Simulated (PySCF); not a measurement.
From results back to the method.

Compound: C5H8O.
SMILES: `C/C=C/C(C)=O`

The closed-shell ground state was solved 4 times with PySCF (density fitting, gas phase), always in the pcSseg-2 basis (328 functions), with these functionals: B97-2, KT3, PBE0 and wB97X-D. The structure is a single PBE0-D3(BJ)/def2-TZVP conformer in the gas phase; no vibrational or solvent corrections.

```json
{"row": "P", "total energy (Eh)": "-270.3360", "HOMO (eV)": "-7.16", "LUMO (eV)": "-1.41", "dipole (D)": "3.13"}
{"row": "Q", "total energy (Eh)": "-270.5673", "HOMO (eV)": "-9.08", "LUMO (eV)": "0.41", "dipole (D)": "3.14"}
{"row": "R", "total energy (Eh)": "-274.8525", "HOMO (eV)": "-5.72", "LUMO (eV)": "-2.35", "dipole (D)": "3.01"}
{"row": "S", "total energy (Eh)": "-270.5607", "HOMO (eV)": "-6.86", "LUMO (eV)": "-1.46", "dipole (D)": "3.12"}
```

Q: Which functional belongs to which row?

A: P = PBE0, Q = wB97X-D, R = KT3, S = B97-2. By rising HOMO–LUMO gap: KT3 (GGA) 3.37 eV; B97-2 (global hybrid, 21 % exact exchange) 5.40 eV; PBE0 (global hybrid, 25 % exact exchange) 5.75 eV; wB97X-D (range-separated hybrid) 9.49 eV. Total energies of different functionals aren't bounds to one another; each is stationary for its own functional.

Shape of the structure used: `[CH3:1]/[CH:2]=[CH:3]/[C:4]([CH3:5])=[O:6]`: C2–C3–C4–C5 -179°.

wB97X-D is run here without its empirical dispersion term; that term would change no orbital, density or response property at a fixed geometry.
